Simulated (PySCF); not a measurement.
**TDDFT excited states: C4H4N2**

Species: pyridazine, C4H4N2.
SMILES: `n1ccccn1`

Level of theory: PySCF 2.14.0, density-fitted response routines, TDDFT PBE0/def2-SVPD, vertical, gas phase, core orbitals frozen in the response. Isolated species at its GFN2-xTB geometry, gas phase.

```tsv
state	λ (nm)	E (eV)	f	|μ| (D)	symmetry	main configurations (H = HOMO, L = LUMO)
S1	362.8	3.42	0.0037	0.53	B1 or B2	H→L (100%)
S2	318.3	3.90	0.0000	0.00	–	H→L+1 (100%)
S3	212.4	5.84	0.0000	0.02	–	H-3→L (99%)
S4	210.7	5.88	0.022	0.99	A1	H-1→L (70%), H-2→L+1 (29%)
S5	195.6	6.34	0.0047	0.44	B1 or B2	H-3→L+1 (99%)
S6	193.9	6.39	0.0002	0.10	–	H→L+2 (97%)
S7	185.4	6.69	0.0002	0.09	–	H-1→L+1 (51%), H-2→L (46%)
S8	176.5	7.02	0.012	0.67	A1	H→L+3 (98%)
```

Triplets (Tamm–Dancoff): T1 2.63 eV, H→L (96%); T2 3.51 eV, H→L+1 (96%); T3 4.41 eV, H-2→L (53%), H-1→L+1 (43%).

The lowest singlet comes at 363 nm (330 kJ/mol) in the ultraviolet; it is very weak; its leading configuration is HOMO→LUMO (100%). The strongest level in the table is S4 at 5.88 eV (211 nm, f = 0.022). Löwdin shares by element: HOMO nitrogen 78%, carbon 15% or more; LUMO carbon 41% or more, nitrogen 41% (atoms not listed hold the other 18%). Weighted by f, the mean energy of these states is 6.05 eV. Of the 8 states listed, 2 reach f = 0.01 and 4 stay under 0.0005. The listed states span 3.61 eV, and the widest gap between neighbours is 1.94 eV (S2 to S3). No computed singlet lies in the visible range (380 to 750 nm); the lowest, at 363 nm, stands 0.15 eV above its violet end (3.26 eV); a Tamm–Dancoff triplet lies at 472 nm, without intensity as long as spin–orbit coupling is left out. Symmetry labels in C2v follow from the direction of the transition dipole and are given only for states with f of 0.002 or more; B1 and B2 swap with the choice of axes. The window holds the lowest 8 singlets.
